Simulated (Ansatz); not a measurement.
Tin, alpha-Sn (diamond): convergence with Methfessel-Paxton smearing

Computed with Ansatz, LDA, scalar-relativistic PAW, on the relaxed cell (a = 6.476 Å; spin not included). Errors count from a run at 420 eV on a Γ-centred 14×14×14 mesh with Fermi-Dirac smearing of 0.1 eV, extrapolated to zero width. Fixed here: cutoff 420 eV, mesh 9×9×9. The SCF starts from atomic densities corrected by a trained network.

```tsv
width (eV)	E(σ→0) error (meV/atom)	F error (meV/atom)	P (GPa)	SCF iterations
0.01	2.9	2.9	-0.09	5
0.03	2.9	2.9	-0.10	5
0.1	2.9	2.9	-0.06	6
0.2	2.8	2.6	-0.04	5
0.3	2.5	2.3	-0.03	6
0.6	1.0	4.3	-0.04	7
1.0	5.6	23.8	-0.18	7
```
